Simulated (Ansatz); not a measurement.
Steps of a relaxation of C4H8S, SMILES `C=C(C)SC` with RKS PBE0-D4/def2-TZVP.

```sh
$ ansatz run in.yaml --threads 4 --pin off --events-out ev --progress --plain --max-ram 10444MiB
```

```yaml
crystal:
  periodic: [false, false, false]
  atoms:
    - {symbol: C, position_ang: [-0.214739, 2.030654, 0.647151]}
    - {symbol: C, position_ang: [-0.241637, 0.718350, 0.322023]}
    - {symbol: C, position_ang: [0.081219, -0.385475, 1.291398]}
    - {symbol: S, position_ang: [-0.822663, 0.274468, -1.305030]}
    - {symbol: C, position_ang: [0.146644, -1.216235, -1.706120]}
    - {symbol: H, position_ang: [-0.001062, 2.342236, 1.682147]}
    - {symbol: H, position_ang: [-0.433548, 2.815525, -0.092936]}
    - {symbol: H, position_ang: [-0.763481, -1.099972, 1.383394]}
    - {symbol: H, position_ang: [0.306055, 0.029662, 2.293394]}
    - {symbol: H, position_ang: [0.966928, -0.970367, 0.965576]}
    - {symbol: H, position_ang: [-0.162151, -1.502443, -2.729882]}
    - {symbol: H, position_ang: [-0.076566, -2.061563, -1.026030]}
    - {symbol: H, position_ang: [1.235402, -1.009740, -1.710185]}
basis:
  gaussian: {orbitals: def2-TZVP}
hamiltonian: {xc: pbe0, dispersion: d4}
relax: {f_tol: 0.005, max_steps: 150}
```

Positions (Å) and forces (eV/Å) along the path, 7 of 7 steps:

```xyz
13
step=1 energy=-15106.4079 eV
C    -0.215    2.031    0.647   -0.035   -0.614   -0.104
C    -0.242    0.718    0.322   -0.057    0.728    0.044
C     0.081   -0.385    1.291    0.058   -0.166    0.156
S    -0.823    0.274   -1.305    0.422   -0.272    0.361
C     0.147   -1.216   -1.706    0.096   -0.127   -0.046
H    -0.001    2.342    1.682   -0.093   -0.168   -0.563
H    -0.434    2.816   -0.093    0.118   -0.447    0.400
H    -0.763   -1.100    1.383    0.388    0.366   -0.055
H     0.306    0.030    2.293   -0.121   -0.168   -0.495
H     0.967   -0.970    0.966   -0.429    0.305    0.124
H    -0.162   -1.502   -2.730    0.137    0.159    0.495
H    -0.077   -2.062   -1.026    0.087    0.474   -0.328
H     1.235   -1.010   -1.710   -0.573   -0.070    0.009
13
step=2 energy=-15106.4695 eV
C    -0.215    2.005    0.640    0.054   -0.110    0.013
C    -0.250    0.710    0.318   -0.062    0.154   -0.120
C     0.074   -0.386    1.282    0.035   -0.063    0.044
S    -0.828    0.270   -1.299    0.192   -0.154    0.189
C     0.151   -1.202   -1.690   -0.041    0.049   -0.003
H     0.030    2.314    1.655   -0.074   -0.037   -0.160
H    -0.433    2.781   -0.090    0.033   -0.107    0.112
H    -0.765   -1.088    1.379    0.114    0.103   -0.014
H     0.303    0.030    2.270   -0.037   -0.053   -0.144
H     0.946   -0.966    0.952   -0.129    0.082    0.049
H    -0.154   -1.494   -2.700    0.050    0.033    0.143
H    -0.063   -2.030   -1.007    0.028    0.129   -0.108
H     1.224   -0.980   -1.695   -0.164   -0.026   -0.001
13
step=3 energy=-15106.4738 eV
C    -0.199    1.998    0.634   -0.109    0.058    0.096
C    -0.237    0.708    0.315   -0.048   -0.096   -0.114
C     0.078   -0.385    1.282   -0.017    0.004    0.010
S    -0.827    0.262   -1.287    0.079    0.002    0.051
C     0.148   -1.198   -1.689   -0.044    0.070    0.016
H    -0.010    2.305    1.657    0.085    0.007   -0.038
H    -0.416    2.770   -0.092    0.009    0.031   -0.028
H    -0.763   -1.075    1.382   -0.021   -0.021    0.001
H     0.307    0.034    2.262    0.013    0.008    0.029
H     0.942   -0.969    0.957    0.022   -0.013   -0.007
H    -0.159   -1.488   -2.694   -0.002   -0.016   -0.029
H    -0.059   -2.024   -1.011    0.002   -0.035    0.017
H     1.214   -0.974   -1.699    0.033   -0.001   -0.006
13
step=4 energy=-15106.4761 eV
C    -0.212    1.997    0.635    0.053    0.032    0.060
C    -0.249    0.705    0.317   -0.010   -0.040   -0.054
C     0.072   -0.386    1.284   -0.002    0.008    0.010
S    -0.829    0.259   -1.286   -0.013    0.009   -0.007
C     0.151   -1.196   -1.689   -0.020    0.040    0.028
H     0.024    2.307    1.648   -0.023   -0.006   -0.030
H    -0.420    2.770   -0.093   -0.017    0.015   -0.010
H    -0.766   -1.080    1.385   -0.016   -0.013    0.002
H     0.302    0.034    2.263    0.006    0.005    0.021
H     0.938   -0.967    0.957    0.017   -0.012   -0.008
H    -0.155   -1.487   -2.694   -0.006   -0.006   -0.021
H    -0.052   -2.024   -1.012    0.003   -0.028    0.012
H     1.216   -0.967   -1.700    0.029   -0.002   -0.003
13
step=5 energy=-15106.4763 eV
C    -0.208    1.997    0.634    0.007    0.001    0.025
C    -0.248    0.705    0.315   -0.011    0.001   -0.029
C     0.072   -0.386    1.283    0.005    0.001    0.009
S    -0.831    0.260   -1.287    0.007   -0.008    0.008
C     0.151   -1.195   -1.688   -0.012    0.017    0.004
H     0.023    2.307    1.648   -0.004    0.000   -0.012
H    -0.423    2.771   -0.093    0.001   -0.001   -0.001
H    -0.768   -1.079    1.385   -0.001    0.001   -0.001
H     0.304    0.033    2.263    0.000    0.000    0.000
H     0.937   -0.970    0.956    0.000   -0.001    0.001
H    -0.155   -1.487   -2.693    0.002   -0.004   -0.002
H    -0.050   -2.024   -1.010    0.003   -0.004   -0.001
H     1.217   -0.966   -1.700    0.003   -0.002   -0.001
13
step=6 energy=-15106.4764 eV
C    -0.207    1.996    0.634    0.006    0.002    0.015
C    -0.248    0.704    0.315   -0.008    0.001   -0.018
C     0.071   -0.387    1.284    0.003   -0.001    0.006
S    -0.833    0.258   -1.285    0.006   -0.005    0.005
C     0.152   -1.194   -1.689   -0.009    0.012    0.002
H     0.024    2.307    1.647   -0.003    0.000   -0.008
H    -0.421    2.770   -0.094    0.000    0.000   -0.001
H    -0.770   -1.078    1.388   -0.001   -0.001    0.000
H     0.304    0.034    2.264    0.001    0.001    0.000
H     0.934   -0.972    0.957   -0.001    0.000    0.000
H    -0.156   -1.487   -2.693    0.001   -0.002   -0.001
H    -0.046   -2.024   -1.011    0.002   -0.003    0.000
H     1.217   -0.962   -1.703    0.003   -0.001    0.000
13
step=7 energy=-15106.4764 eV
C    -0.206    1.996    0.633   -0.001   -0.001    0.001
C    -0.249    0.703    0.316    0.001    0.001   -0.002
C     0.069   -0.387    1.286   -0.001   -0.001    0.001
S    -0.836    0.255   -1.284    0.001   -0.001    0.000
C     0.152   -1.193   -1.690   -0.001    0.002    0.000
H     0.026    2.307    1.645    0.000    0.000    0.000
H    -0.420    2.768   -0.095    0.000    0.000    0.000
H    -0.773   -1.076    1.392    0.000    0.000    0.000
H     0.305    0.035    2.264    0.000    0.000    0.000
H     0.931   -0.975    0.958    0.000    0.000   -0.001
H    -0.155   -1.487   -2.694    0.000    0.000    0.000
H    -0.041   -2.024   -1.012    0.000    0.000    0.000
H     1.217   -0.958   -1.705    0.000    0.000    0.000
```

Hardware: 4 threads of an Arm Neoverse V2 on a shared host. Wall time 22 s, peak host memory 0.56 GiB.
